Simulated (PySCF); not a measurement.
# NaC: frontier orbitals

r²SCAN at R = 2.241 Å; PySCF, no relativity, basis sets Na cc-pVDZ, C cc-pVDZ. State: ⁴Σ⁻ (quartet), unpaired electrons σ ↑, π ↑↑. Only the outer orbitals are listed, counted within each symmetry.

```json
{"spin": "α", "orbital": "3σ", "occ.": "1", "ε (eV)": "-59.50", "on Na (%)": "100", "main shells (%)": "100 Na s"}
{"spin": "α", "orbital": "1π", "occ.": "1", "ε (eV)": "-30.13", "on Na (%)": "100", "main shells (%)": "100 Na p"}
{"spin": "α", "orbital": "1π", "occ.": "1", "ε (eV)": "-30.13", "on Na (%)": "100", "main shells (%)": "100 Na p"}
{"spin": "α", "orbital": "4σ", "occ.": "1", "ε (eV)": "-30.08", "on Na (%)": "100", "main shells (%)": "100 Na p"}
{"spin": "α", "orbital": "5σ", "occ.": "1", "ε (eV)": "-12.68", "on Na (%)": "4", "main shells (%)": "96 C s"}
{"spin": "α", "orbital": "6σ", "occ.": "1", "ε (eV)": "-4.00", "on Na (%)": "17", "main shells (%)": "83 C p, 15 Na s"}
{"spin": "α", "orbital": "2π", "occ.": "1", "ε (eV)": "-3.63", "on Na (%)": "11", "main shells (%)": "89 C p"}
{"spin": "α", "orbital": "2π", "occ.": "1", "ε (eV)": "-3.63", "on Na (%)": "11", "main shells (%)": "89 C p"}
{"spin": "α", "orbital": "7σ", "occ.": "0", "ε (eV)": "-1.77", "on Na (%)": "90", "main shells (%)": "70 Na s, 20 Na p, 10 C p"}
{"spin": "α", "orbital": "3π", "occ.": "0", "ε (eV)": "0.12", "on Na (%)": "95", "main shells (%)": "93 Na p"}
{"spin": "α", "orbital": "3π", "occ.": "0", "ε (eV)": "0.12", "on Na (%)": "95", "main shells (%)": "93 Na p"}
{"spin": "β", "orbital": "3σ", "occ.": "1", "ε (eV)": "-59.48", "on Na (%)": "100", "main shells (%)": "100 Na s"}
{"spin": "β", "orbital": "1π", "occ.": "1", "ε (eV)": "-30.10", "on Na (%)": "100", "main shells (%)": "100 Na p"}
{"spin": "β", "orbital": "1π", "occ.": "1", "ε (eV)": "-30.10", "on Na (%)": "100", "main shells (%)": "100 Na p"}
{"spin": "β", "orbital": "4σ", "occ.": "1", "ε (eV)": "-30.03", "on Na (%)": "100", "main shells (%)": "100 Na p"}
{"spin": "β", "orbital": "5σ", "occ.": "1", "ε (eV)": "-8.33", "on Na (%)": "9", "main shells (%)": "90 C s"}
{"spin": "β", "orbital": "6σ", "occ.": "0", "ε (eV)": "-1.23", "on Na (%)": "88", "main shells (%)": "66 Na s, 21 Na p, 10 C p"}
{"spin": "β", "orbital": "2π", "occ.": "0", "ε (eV)": "0.00", "on Na (%)": "41", "main shells (%)": "59 C p, 40 Na p"}
{"spin": "β", "orbital": "2π", "occ.": "0", "ε (eV)": "0.00", "on Na (%)": "41", "main shells (%)": "59 C p, 40 Na p"}
```

Which are the highest filled and the lowest empty level, where do they sit, and how wide is the gap?

Highest filled α 2π at -3.63 eV (in %: 89 C p); lowest empty α 7σ at -1.77 eV (in %: 70 Na s, 20 Na p, 10 C p); the gap at r²SCAN is 1.86 eV.

* bond order (Mayer): 0.89
* ⟨S²⟩: 3.753
* charge on Na (Mulliken, basis-dependent): 0.50
* charge on Na (Löwdin, basis-dependent): 0.40
* dipole moment (positive dipole means Na(−)C(+)): -7.26 D

The state was picked by a PBE0 search and need not be the measured ground state.
